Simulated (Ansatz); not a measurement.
## Ansatz (development build ahead of 0.2.0) run

```yaml
crystal:
  periodic: [false, false, false]
  atoms:
    - { symbol: Li, position_ang: [0.0, 0.0, 0.0] }
    - { symbol: Al, position_ang: [1.37574, 1.83432, 3.97141] }
basis:
  gaussian: { orbitals: "6-31G" }
hamiltonian:
  xc: hf
correlation:
  method: fci
  frozen_orbitals: { Al: 5, Li: 0 }
```

The input is written out in the form of the current development build from the run's settings.

The run gave:

```
Converged    : yes
Total energy : -249.32389 hartree
State        : lowest singlet root, of any spatial symmetry
```
